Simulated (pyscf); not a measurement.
Thermochemistry of product channels of H₂N–AlH₂ + hydrogen fluoride (HF) on the singlet surface, in kJ/mol, from ωB97M-D3(BJ)/def2-TZVP energies (ideal gas, 1 atm, RRHO with modes under 100 cm⁻¹ raised to 100, one conformer, R ln 2 for rigid chiral ones). PySCF, gas phase, ωB97X-D3(BJ)/def2-SVP geometries.

```tsv
products	ΔE	ΔH(298 K)	ΔG(600 K)	ΔG(1200 K)
ammonia (NH₃) + F–AlH₂	-93.7	-89.8	-93.7	-91.9
H₂N–AlH–F + hydrogen (H₂)	-171.7	-178.6	-171.9	-168.4
```

These are energies of the channels, which say nothing of barriers.
